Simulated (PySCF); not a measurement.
Isomers of C3H4FN, one conformer each. The calculation used core-valence-separated Tamm–Dancoff BHandHLYP/aug-pcX-1 (pcseg-1 on H) in PySCF, non-relativistic, gas phase, PBE0-D3(BJ)/def2-SVP geometry. Absolute energies from this functional tend to lie a few eV below measured edges; no shift was applied.

P. `C=NC(=C)F`
Q. `[H]/N=C/C=C\F`

Main lines, eV (oscillator strength):
1. C K: 282.3 (0.053), 282.4 (0.067), 285.3 (0.059), 286.0 (0.007), 286.5 (0.029); N K: 396.3 (0.054), 401.1 (0.011), 402.4 (0.006); F K: 685.4 (0.003), 686.4 (0.018), 687.6 (0.010), 687.8 (0.022), 688.1 (0.002)
2. C K: 282.8 (0.038), 283.0 (0.068), 284.3 (0.069), 286.1 (0.021), 286.2 (0.017); N K: 395.7 (0.057), 399.7 (0.019), 402.3 (0.008); F K: 685.4 (0.009), 686.6 (0.019), 687.8 (0.014), 688.3 (0.008), 688.6 (0.004)
Listed: the first five lines at most of each edge with a tenth or more of its strongest line's intensity; roots within 0.03 eV on the same or equivalent atoms are summed. Only the lowest roots were sought, and the top ones are left out.

Q: Which spectrum belongs to which isomer?

A: 1 = P, 2 = Q.
- P: first C line listed at 282.3 eV, hole on the terminal =CH2 carbon (1s→π*); first N line listed at 396.3 eV, hole on the imine nitrogen (1s→π*); first F line listed at 685.4 eV, hole on the vinyl fluorine.
- Q: first C line listed at 282.8 eV, hole on the alkene CH carbon (1s→π*); first N line listed at 395.7 eV, hole on the imine nitrogen (1s→π*); first F line listed at 685.4 eV, hole on the vinyl fluorine.

Q: What are the ground-state energies of the isomers at BHandHLYP/aug-pcX-1 (pcseg-1 on H), relative to the lowest?

A: P 10.6, Q 0.0 kJ/mol (electronic energies on these geometries, no dispersion or zero-point terms).
